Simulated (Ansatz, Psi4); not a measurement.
SClO2F (sulfuryl chloride fluoride): from total energies to a heat of formation

SClO2F has 5 atoms, charge 0, and is taken as a singlet. SMILES: `O=S(=O)(F)Cl`. The coordinates come from a PBE0-D4/def2-TZVP relaxation.

Total energies at PBE0/def2-SVP (Psi4 1.11); the atoms run unrestricted:

| species | state | energy (Eh) |
| --- | --- | --- |
| SClO2F | singlet | -1107.594062 |
| O | triplet | -74.924897 |
| S | triplet | -397.837880 |
| F | doublet | -99.549058 |
| Cl | doublet | -459.838528 |

Harmonic wavenumbers at PBE0-D4/def2-TZVP, in cm⁻¹: 290, 302, 421, 475, 505, 636, 844, 1265, 1507.

Measured heats of formation of the gaseous atoms at 298.15 K, in kJ/mol: O 249.2, S 277.0, F 79.4, Cl 121.3. Spin-orbit lowering of the atoms at 298 K (mean of the ground term's levels less their thermal mean, from spectra), in kJ/mol: O 0.40, S 1.88, F 1.29, Cl 3.44. Take 1 Eh = 2625.50 kJ/mol, 1 cm⁻¹ = 0.0119627 kJ/mol, RT = 2.479 kJ/mol.

Work out the heat of formation of the gas at 298 K.


1. Electronic atomisation energy: 2 × (-74.924897) + (-397.837880) + (-99.549058) + (-459.838528) − (-1107.594062) = 0.518802 Eh = 1362.1 kJ/mol.
2. Zero-point energy: half the sum of the wavenumbers, 3122.5 cm⁻¹ = 37.4 kJ/mol.
3. Thermal vibrational enthalpy, Σ hcν̃/(exp(hcν̃/kT) − 1): 4.8 kJ/mol. Translation, rotation and pV of a non-linear molecule: 4 RT = 9.9 kJ/mol.
4. The 5 free atoms carry 5/2 RT each: 31.0 kJ/mol.
5. Spin-orbit coupling lowers the free atoms by 2 × 0.40 + 1.88 + 1.29 + 3.44 = 7.4 kJ/mol.
6. Atomisation enthalpy at 298 K: 1362.1 − 7.4 − 37.4 − 4.8 − 9.9 + 31.0 = 1333.6 kJ/mol.
7. Sum of the atoms' heats of formation: 976.1 kJ/mol. Heat of formation: 976.1 − 1333.6 = -357.5 kJ/mol.

The tabulated value is -556.5 kJ/mol (NIST-JANAF tables; in doubt, as an older value, an estimate or one at odds with other calculations), so this level is off by +199.0 kJ/mol, or 13.0 % of the atomisation enthalpy that the table implies (1532.6 kJ/mol). Anharmonicity and any spin-orbit splitting of the molecule are left out.
